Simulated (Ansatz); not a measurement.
`CC(F)Cl` + H₂O → `OC(F)Cl` + CH₄ at 400 K and 1 bar (formal hydrolysis of a C–C bond).

Gas-phase electronic energies from Ansatz, PBE0-D4/def2-TZVP geometries. CBS: MP2 limit from def2 TZ/QZ plus the TZ coupled-cluster correction, frozen cores. This one scheme is used for every species. Each species was taken in one conformer, which may not be the lowest.

```
  species  CCSD(T)/CBS energy (Eh)  H − E (kJ/mol)  S (J/(mol·K))
`CC(F)Cl`               -638.08166           177.3          315.2
      H₂O                -76.37941            69.8          198.6
`OC(F)Cl`               -673.99326           114.6          306.3
      CH₄                -40.46206           131.3          197.2
```

H − E and S are ideal-gas, rigid-rotor, harmonic terms from PBE0-D4/def2-TZVP, for one conformer and one mirror image of each species. 1 Eh = 2625.50 kJ/mol, R = 8.31446 J/(mol·K).

Q: By hand: ΔE, ΔH, ΔS and ΔG.

A: ΔE = (-673.99326) + (-40.46206) − (-638.08166) − (-76.37941) = 0.00575 Eh = 15.1 kJ/mol. Δ(H − E) = 114.6 + 131.3 − 177.3 − 69.8 = -1.2, so ΔH = 13.9 kJ/mol. ΔS = 306.3 + 197.2 − 315.2 − 198.6 = -10.3 J/(mol·K). ΔG = 13.9 − 400 × (-10.3)/1000 = 18.0 kJ/mol.

Q: By hand: the equilibrium constant, and the temperature at which ΔG would vanish if ΔH and ΔS stayed fixed.

A: log₁₀ K = −ΔG/(RT ln 10) = -2.4. ΔH and −TΔS have one sign here, so there is no such temperature.

The number of gas molecules stays the same, so ΔS is small and ΔH decides. A doubt of 5 kJ/mol in ΔE shifts log₁₀ K by 0.7 here. Other conformers and mirror images would add mixing entropy, several J/(mol·K) or more a flexible species. These are equilibria of isolated gas molecules and say nothing of rates. Largest T1 diagnostic: 0.011 (customary marks: 0.02 for closed shells, 0.045 for open ones).

ΔS is within the doubt of such terms, so its sign, and with it that verdict, could turn.
